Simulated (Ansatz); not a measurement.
Basis-set extrapolation for C2H4ClNS, SMILES `C/N=C(/S)Cl` (PBE0-D4/def2-TZVP geometry, frozen core, Ansatz 0.2.0). Multiplicity 1, RHF reference.

|  | def2-TZVPP | def2-QZVPP |
| --- | --- | --- |
| HF | -989.593253 | -989.623109 |
| MP2 correlation | -0.901917 | -0.972520 |
| CCSD(T) correlation | -0.990872 | not run |

Energies in hartree. Use E(X) = E(∞) + A·exp(−7.88·√X) for Hartree–Fock and E(X) = E(∞) + B·X^(−2.97) for correlation, with X = 3 and 4, and add CCSD(T) minus MP2 of the smaller set to the MP2 limit.

Task: What is the CCSD(T) energy at the basis-set limit?

Result: HF limit: -989.623109 + (-0.029856) × 0.13774 = -989.62722. MP2 limit: -0.972520 + (-0.070603) × 0.74074 = -1.02482. Higher-order term: -0.990872 − (-0.901917) = -0.08896. Total: -990.74100 hartree, 98.4 kcal/mol below CCSD(T)/def2-TZVPP.
